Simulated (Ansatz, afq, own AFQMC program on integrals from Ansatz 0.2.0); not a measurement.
AFQMC on a folder of integrals that Ansatz 0.2.0 wrote.

```yaml
crystal:
  periodic: [false, false, false]
  atoms:
    - {symbol: Si, position_ang: [0.000101, -0.000070, -0.049511]}
    - {symbol: H, position_ang: [1.602174, 0.016519, 0.463121]}
    - {symbol: H, position_ang: [-0.816238, 1.381060, 0.456229]}
    - {symbol: H, position_ang: [-0.788764, -1.395622, 0.460225]}
basis:
  gaussian: {orbitals: 6-31G}
magnetization: {spin_polarized: true, initial_magnetization: 1}
correlation: {method: ccsd_t, electrons: outside_noble_gas, hamiltonian_folder: ham}
```

```sh
$ ansatz run in.yaml --threads 1 --pin off --events-out ev --progress --plain --max-ram 24576MiB --backend cuda --devices 0, --max-vram 18GiB
```

Options of the walk:

```
--method phaseless --trial cisd --walkers 4000 --populations 20 --least-time 60 --time-step 0.005 --steps-per-block 50 --equilibration-blocks 28 --max-blocks 4000 --target-error 0.00016 --factor-cut 1e-05 --start spin_pure --seed 236 --release-times 0.24,0.51,0.99,1.62,2.4 --release-step 0.03 --release-every 3 --taylor-order 6
```

Times are imaginary, in 1/Eh. The walk had a cap of 122 s. With eight or more populations the least sampling time is a fifth of least-time, and the error comes from their spread.

Log:

```
orbitals 14  electrons 4 3  factors 83 of 236
reference energy -290.53864057 Eh
CCSD correlation -0.07871347 Eh in 10 cycles, weight of the determinant in the CISD state 0.9297
energy of the start -290.617337 Eh
 block  time / (1/Eh)  mean weight  energy / Eh
     1     0.250  1.0000  -290.616875
     2     0.500  1.0000  -290.616884
     3     0.750  1.0000  -290.617082
     4     1.000  1.0000  -290.617343
     5     1.250  1.0000  -290.617550
    12     3.000  1.0000  -290.618562
    19     4.750  1.0001  -290.618702
    26     6.500  1.0001  -290.618820
    33     8.250  1.0000  -290.618603
    40    10.000  1.0000  -290.618647
    47    11.750  0.9999  -290.618997
    54    13.500  0.9999  -290.618789
    61    15.250  1.0000  -290.618851
    68    17.000  1.0000  -290.618732
    75    18.750  1.0000  -290.619071
    76    19.000  1.0001  -290.619131
    78    19.500  0.9999  -290.618911
error from the spread of 20 populations
released: time / (1/Eh)  energy / Eh  error  mean overlap
  0.24  -290.618882  0.000036  0.9999
  0.51  -290.618893  0.000017  0.9994
  0.99  -290.618960  0.000021  0.9982
  1.62  -290.618986  0.000022  0.9984
  2.40  -290.619035  0.000019  0.9973
energy -290.618840 +/- 0.000035 Eh
(rows thinned)
```

The run passed its tests (sampling time, drift between the halves within three errors, error under three times the target), which doesn't prove that it has relaxed.

Against this walk (error 0.9 meV) on the same determinant: CCSD(T) 10.6 meV higher, CCSDT(Q) 4.5 meV lower, CCSDTQ 4.9 meV lower, full CI 5.0 meV lower. The error is statistical and leaves out the bias of the constraint. Released to 2.40 1/Eh the energy lies 5.3 ± 1.1 meV (both errors) below the phaseless value, which shows part or all of the bias of the constraint, and full CI lies 0.4 meV above the released value.

Cautions: constraint bias not in the error.

The walk took 18 s on 1 × NVIDIA H100 80GB HBM3 with 2 threads of AMD EPYC 7R13 Processor (Zen 3), on a shared host (the card was shared). The log's last line is the phaseless energy.

CCSDT and higher add their correlation energy to the determinant of the CCSD(T) run, since their own runs factorise the integrals more tightly (a shift of under 2 meV). A walk keeps the symmetry of its determinant, which the program's search chose and which needn't be the lowest solution, so a lower state of the same spin and another symmetry isn't excluded.
